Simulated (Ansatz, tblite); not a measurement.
# The cluster SiH2O3: a ladder of methods and basis sets

One table from this session's results is given with a row withheld; the runs are named, their logs left out.

The runs use Ansatz 0.2.0, Gaussian basis; as each input shows.

The runs, in order: GFN1-xTB, GFN2-xTB, PBE-D4/def2-TZVP, r2SCAN-D4/def2-TZVP, HSE06-D4/def2-TZVP, HF/def2-TZVP, r2SCANh-D4/def2-TZVP, ωB97M-V/def2-TZVP, BHLYP-D4/def2-TZVP, ωB97X-V/def2-TZVP, LC-ωPBE/def2-TZVP, PBE-D4/def2-SVP, PBE0-D4/def2-SVP, HF/STO-3G, HF/6-31G, B3LYP-D4/6-31G, PBE0-D4/def2-TZVPD, PBE-D4/def2-TZVPD, r2SCAN-D4/def2-TZVPD, CCSD(T)/def2-TZVPP, MP2/def2-TZVP, RPA/def2-TZVP.

### The relaxed structure

The geometry is that of the singlet, from an earlier relaxation (PBE-D4/def2-TZVP). At that level it is the lowest of the isomers that a small search found.

6 atoms, charge 0, spin multiplicity 1.

Bond lengths: Si1–O2 1.643 Å, Si1–O3 1.631 Å, Si1–O4 1.527 Å, O2–H5 0.973 Å, O3–H6 0.973 Å. Angles: O2–Si1–O3 106.0°, O2–Si1–O4 127.6°, O3–Si1–O4 126.5°, Si1–O2–H5 113.6°, Si1–O3–H6 115.2°.

PBE0-D4/def2-TZVP was run before; its log isn't repeated, and its numbers join the tables.

Set-up of the first run:

Tight binding, by tblite at 300 K electronic temperature and without a spin-polarisation term:

```python
tblite.interface.Calculator('GFN1-xTB', numbers, positions, charge=0, uhf=0).singlepoint()
```

Tight binding, by tblite at 300 K electronic temperature and without a spin-polarisation term:

```python
tblite.interface.Calculator('GFN2-xTB', numbers, positions, charge=0, uhf=0).singlepoint()
```

start.molden holds the orbitals of an earlier run on this state, given as this run's starting guess.

in.yaml

```yaml
crystal:
  periodic: [false, false, false]
  atoms:
    - {symbol: Si, position_ang: [-0.102742, -0.500851, 0.037035]}
    - {symbol: O, position_ang: [1.012176, 0.654890, -0.310211]}
    - {symbol: O, position_ang: [-1.466423, 0.298226, 0.440558]}
    - {symbol: O, position_ang: [0.080806, -2.016453, -0.010655]}
    - {symbol: H, position_ang: [1.878057, 0.295896, -0.571076]}
    - {symbol: H, position_ang: [-1.401885, 1.268292, 0.414359]}
basis:
  gaussian: {orbitals: def2-TZVP, initial_orbitals: start.molden}
hamiltonian: {xc: pbe, dispersion: d4}
scf: {omitted_lower_state_checks: [starts]}
output: {orbitals: {seedname: orbitals}}
```

Launch:

```console
$ ansatz run in.yaml --threads 4 --pin off --events-out ev --progress --plain --max-ram 3916MiB
```

Among the steps run: PBE-D4/def2-TZVP; r2SCAN-D4/def2-TZVP; HSE06-D4/def2-TZVP; HF/def2-TZVP; r2SCANh-D4/def2-TZVP; ωB97M-V/def2-TZVP; BHLYP-D4/def2-TZVP; ωB97X-V/def2-TZVP; LC-ωPBE/def2-TZVP; PBE-D4/def2-SVP; PBE0-D4/def2-SVP; HF/STO-3G; HF/6-31G; B3LYP-D4/6-31G; PBE0-D4/def2-TZVPD; PBE-D4/def2-TZVPD; r2SCAN-D4/def2-TZVPD; CCSD(T)/def2-TZVPP; MP2/def2-TZVP; RPA/def2-TZVP.

One table of the session follows, with a row left open; its other results are not shown here.

It belongs to the step «Levels side by side». 

```
               level  HOMO (eV)  LUMO (eV)  gap (eV)
           HF/STO-3G      -7.30       8.18     15.48
            HF/6-31G          ?          ?         ?
        HF/def2-TZVP     -12.34       2.06     14.39
     PBE-D4/def2-SVP      -6.41      -1.62      4.78
    PBE-D4/def2-TZVP      -6.80      -2.10      4.70
   PBE-D4/def2-TZVPD      -6.92      -2.41      4.51
 r2SCAN-D4/def2-TZVP      -7.12      -1.68      5.44
r2SCAN-D4/def2-TZVPD      -7.20      -1.96      5.24
r2SCANh-D4/def2-TZVP      -7.72      -1.36      6.36
      B3LYP-D4/6-31G      -8.26      -1.58      6.68
    PBE0-D4/def2-SVP      -8.09      -0.72      7.37
   PBE0-D4/def2-TZVP      -8.40      -1.16      7.24
  PBE0-D4/def2-TZVPD      -8.49      -1.57      6.92
  HSE06-D4/def2-TZVP      -7.99      -1.54      6.45
  BHLYP-D4/def2-TZVP      -9.93      -0.35      9.58
   LC-ωPBE/def2-TZVP     -11.29       1.14     12.42
   ωB97X-V/def2-TZVP     -10.90       0.93     11.83
   ωB97M-V/def2-TZVP     -10.84       0.64     11.49
```

**Question.** Estimate the row for HF/6-31G.

The run gave: HOMO (eV): -12.61; LUMO (eV): 2.06; gap (eV): 14.66. In the column «HOMO (eV)» it is the lowest.
